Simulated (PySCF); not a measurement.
A PySCF script (with the pyscf-properties extension) for the NMR shieldings of SMILES ClCl, Cl2, on a PBE0-D3(BJ)/def2-SVP geometry:

```python
import basis_set_exchange as bse
import numpy as np
from pyscf import gto, dft
from pyscf.prop import nmr

atoms = """
Cl    1.012596   -0.000000   -0.000000
Cl   -1.012596    0.000000    0.000000
"""
names = dict.fromkeys(["Cl"], "pcSseg-2")
basis = {el: gto.basis.parse(bse.get_basis(n, elements=[el], fmt="nwchem")) for el, n in names.items()}
mol = gto.M(atom=atoms, basis=basis, charge=0, verbose=0)
mf = dft.RKS(mol, xc="CAM-B3LYP")
mf.grids.level = 2
mf.grids.alignment = dft.numint.BLKSIZE   # the property module wants whole blocks of grid points
mf.conv_tol = 1e-9
mf.kernel()

calc = nmr.RKS(mf)   # GIAO
C = mf.mo_coeff
Co = C[:, mf.mo_occ > 0]
resp = mf.gen_response(singlet=True, hermi=2)
def vind(x):   # induced exchange potential for any number of trial vectors
    d = np.einsum("pi,xij,qj->xpq", C, 2 * x.reshape(-1, C.shape[1], Co.shape[1]), Co, optimize=True)
    return np.einsum("xpq,pi,qj->xij", resp(d - d.transpose(0, 2, 1)), C, Co, optimize=True).ravel()
mo1, _ = nmr.rhf.solve_mo1(calc, with_cphf=vind)
sigma = calc.kernel(mo1)
for i, s in enumerate(sigma):   # ppm
    w = np.linalg.eigvalsh((s + s.T) / 2)
    print("%2d %-2s iso %8.1f  s11 %8.1f  s22 %8.1f  s33 %8.1f" % (i, mol.atom_pure_symbol(i), w.mean(), *w))
```

Question: What does it print?

Answer: 
```
 0 Cl iso    547.6  s11    243.6  s22    243.6  s33   1155.5
 1 Cl iso    547.6  s11    243.6  s22    243.6  s33   1155.5
```

These numbers come from an equivalent density-fitted implementation of the same equations, which agrees with the script to about 0.01 ppm for H and up to a few tenths of a ppm for heavy atoms, so last digits may differ.

Question: Turn these shieldings into chemical shifts. Scale: HCl for ³⁵Cl (934.42 ppm) (reference shieldings calculated alike).

Answer: Averaging equivalent atoms: Cl 0/1: 387 ppm. 

Size and cost of the density-fitted run: 86 basis functions, 2.6 s wall time on 1 thread of an x86-64 server CPU, shared host.
